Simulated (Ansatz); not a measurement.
**A basis-limit estimate, worked out**

An elementary step of BH$_{3}$SO, closed shell (BH₃SO ([OH][BH][SH]) → BHO ([BH][O]) + H₂S; bonds formed: S2–H4; bonds broken: B1–S2, O3–H4). “Start” is the structure reached by relaxing down from the saddle towards the reactants; PBE0-D4/def2-TZVP structures. The saddle:

```xyz
6
angstrom
B -0.3578 0.7278 -0.3157
S 1.1470 -0.5696 0.5117
O -0.8256 -0.0460 -1.2011
H 0.1801 -0.8878 -0.6156
H -0.4504 1.8093 0.1679
H 0.3068 -1.0335 1.4528
```

Program: Ansatz 0.2.0. Basis: def2-TZVPP and def2-QZVPP. Cores are frozen in the correlated methods.

Energies in eV:

| quantity | saddle | start |
| --- | --- | --- |
| Hartree–Fock, triple zeta (X = 3) | -13574.56401 | -13577.38078 |
| Hartree–Fock, quadruple zeta (X = 4) | -13575.00662 | -13577.81962 |
| MP2 correlation, X = 3 | -14.86113 | -14.15835 |
| MP2 correlation, X = 4 | -16.00786 | -15.30097 |
| CCSD(T) correlation, X = 3 | -16.16706 | -15.54123 |

Task: Work out the barrier at the basis limit: extrapolate Hartree–Fock as E(X) = E∞ + A exp(−7.88 √X) and the MP2 correlation as E(X) = E∞ + B X^−2.97 (the exponents that Neese and Valeev fitted for def2-TZVPP and QZVPP), then add CCSD(T) − MP2 in triple zeta.

Result: Each step is linear, so take the differences first (saddle − start): Hartree–Fock 2.81677 (X = 3) and 2.81300 (X = 4); MP2 correlation -0.70278 and -0.70689; CCSD(T) correlation -0.62583.
Two points give E∞ = E(4) + w [E(4) − E(3)], with w = 1/(exp(7.88 (2 − √3)) − 1) = 0.1377 for Hartree–Fock and w = 1/((4/3)^2.97 − 1) = 0.7407 for the correlation.
Hartree–Fock: 2.81300 + 0.1377 × (-0.00377) = 2.8125 eV.
MP2 correlation: -0.70689 + 0.7407 × (-0.00411) = -0.7099 eV.
CCSD(T) − MP2: -0.62583 − (-0.70278) = 0.0769 eV.
Sum: 2.8125 + (-0.7099) + 0.0769 = 2.1795 eV, or 50.26 kcal/mol. Plain CCSD(T) in triple zeta gives 2.1909 eV, so the larger basis shifts the result by -0.0114 eV.

T1 diagnostic: at most 0.019.

Labels in which every atom is bracketed show which atoms are joined, not bond orders.

For scale, one of the runs: CCSD(T)/def2-TZVPP, 146 basis functions, launched by `ansatz run in.yaml --threads 2 --pin off --events-out ev --progress --plain --max-ram 4352MiB`. Hardware: 2 CPU threads of an Arm Neoverse V2, shared host. Wall time 13 s; peak host memory 0.88 GiB.
